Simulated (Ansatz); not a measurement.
# Germanium, diamond under r²SCAN: convergence with the plane-wave cutoff

Aim: find which plane-wave cutoff is enough for energy and pressure. The geometry was relaxed under r²SCAN beforehand and stays fixed; 9 values are run, from 150 to 800 eV. Wanted are the values from which on the energy stays within 10 and 1 meV/atom, and the pressure within 0.5 GPa, of the last run. Within the series other settings stay, but some runs also write fields, which adds to their time. Spin polarisation is left out.

Method: DFT r²SCAN, plane waves with PAW, scalar-relativistic, in Ansatz 0.2.0.

## Step 1: The structure to begin with

Symmetry: Fd-3m, No. 227, cubic system. Conventional cell: a = 5.672 Å, b = 5.672 Å, c = 5.672 Å, α = 90.00°, β = 90.00°, γ = 90.00°. Ge (site symmetry -43m) has 4 Ge at 2.46 Å as nearest neighbours.

As a file:

```xyz
2
Lattice="0.0000 2.8360 2.8360 2.8360 0.0000 2.8360 2.8360 2.8360 0.0000" Properties=species:S:1:pos:R:3 pbc="T T T"
Ge    2.8360    2.8360    2.8360
Ge    4.2540    4.2540    4.2540
```

## Step 2: A run at the usual settings, for scale

The input, input.yaml:

```yaml
crystal:
  lattice:
    - [0.0, 2.8360149687, 2.8360149687]
    - [2.8360149687, 0.0, 2.8360149687]
    - [2.8360149687, 2.8360149687, 0.0]
  atoms:
    - { symbol: Ge, position: [0.5, 0.5, 0.5] }
    - { symbol: Ge, position: [0.75, 0.75, 0.75] }
hamiltonian:
  xc: r2scan
  pseudopotentials:
    kind: paw
    azcp:
      Ge: "pseudopotentials/Ge.paw.azcp"
basis:
  ecutwfc: 500
  fft_grid_basis: typed
kpoints:
  mp_grid: { grid: [9, 9, 9], shift: [0, 0, 0] }
magnetization:
  spin_polarized: false
scf:
  occupations: { method: fermi_dirac, width: 0.05 }
  lower_state_search: "off"
output:
  stress: true
  write_density: true
  write_potential: true
  elf: true
  volumetric_format: npy
```

Started as:

```sh
ansatz run input.yaml --threads 2 --pin off --max-ram 5120MiB --backend cpu --events-out ev --progress --plain --runs-dir out
```

## Step 3: With a cutoff of 150 eV

The run at 150 eV.

input.yaml, as its differences from that of step 2:

```diff
@@ -15,6 +15,6 @@
 basis:
-  ecutwfc: 500
+  ecutwfc: 150
   fft_grid_basis: typed
 kpoints:
-  mp_grid: { grid: [9, 9, 9], shift: [0, 0, 0] }
+  mp_grid: { grid: [10, 10, 10], shift: [0, 0, 0] }
 magnetization:
@@ -26,5 +26 @@
   stress: true
-  write_density: true
-  write_potential: true
-  elf: true
-  volumetric_format: npy
```

## Step 4: With a cutoff of 200 eV

The run at 200 eV.

input.yaml, as its differences from that of step 3:

```diff
@@ -15,3 +15,3 @@
 basis:
-  ecutwfc: 150
+  ecutwfc: 200
   fft_grid_basis: typed
@@ -26 +26,5 @@
   stress: true
+  write_density: true
+  write_potential: true
+  elf: true
+  volumetric_format: npy
```

## Step 5: With a cutoff of 250 eV

The run at 250 eV.

input.yaml, as its differences from that of step 4:

```diff
@@ -15,3 +15,3 @@
 basis:
-  ecutwfc: 200
+  ecutwfc: 250
   fft_grid_basis: typed
@@ -26,5 +26 @@
   stress: true
-  write_density: true
-  write_potential: true
-  elf: true
-  volumetric_format: npy
```

## Step 6: With a cutoff of 300 eV

The run at 300 eV.

input.yaml, as its differences from that of step 5:

```diff
@@ -15,3 +15,3 @@
 basis:
-  ecutwfc: 250
+  ecutwfc: 300
   fft_grid_basis: typed
```

## Step 7: With a cutoff of 350 eV

The run at 350 eV.

input.yaml, as its differences from that of step 6:

```diff
@@ -15,3 +15,3 @@
 basis:
-  ecutwfc: 300
+  ecutwfc: 350
   fft_grid_basis: typed
```

## Step 8: With a cutoff of 420 eV

The run at 420 eV.

input.yaml, as its differences from that of step 7:

```diff
@@ -15,3 +15,3 @@
 basis:
-  ecutwfc: 350
+  ecutwfc: 420
   fft_grid_basis: typed
@@ -26 +26,5 @@
   stress: true
+  write_density: true
+  write_potential: true
+  elf: true
+  volumetric_format: npy
```

## Step 9: With a cutoff of 500 eV

The run at 500 eV.

input.yaml, as its differences from that of step 8:

```diff
@@ -15,3 +15,3 @@
 basis:
-  ecutwfc: 420
+  ecutwfc: 500
   fft_grid_basis: typed
@@ -26,5 +26 @@
   stress: true
-  write_density: true
-  write_potential: true
-  elf: true
-  volumetric_format: npy
```

## Step 10: With a cutoff of 600 eV

The run at 600 eV.

input.yaml, as its differences from that of step 9:

```diff
@@ -15,3 +15,3 @@
 basis:
-  ecutwfc: 500
+  ecutwfc: 600
   fft_grid_basis: typed
```

## Step 11: With a cutoff of 800 eV

The run at 800 eV.

input.yaml, as its differences from that of step 10:

```diff
@@ -15,3 +15,3 @@
 basis:
-  ecutwfc: 600
+  ecutwfc: 800
   fft_grid_basis: typed
@@ -26 +26,5 @@
   stress: true
+  write_density: true
+  write_potential: true
+  elf: true
+  volumetric_format: npy
```

(Steps that only read results are left out.)

What does the calculation give?

**Answer**, as computed:

| quantity | value |
| --- | --- |
| E(σ → 0) stays within 10 meV/atom of 800 eV | from 420 eV on |
| E(σ → 0) stays within 1 meV/atom | from 600 eV on |
| pressure stays within 0.5 GPa | from 300 eV on |
| pressure at 800 eV | 0.10 GPa |
| CPU time, dearest over cheapest | 5.6 |
| run at the usual settings (mesh 9×9×9 against the series' 10×10×10, 500 eV) | +3.0 meV/atom from 800 eV, 0.08 GPa |

In words: At 150 eV the energy differs by +49340 meV/atom and the pressure by +10.3 GPa. The energy falls at each step up in cutoff, as the variational principle asks. 1 meV/atom is reached at 600 eV; energy differences often converge earlier, as errors cancel.
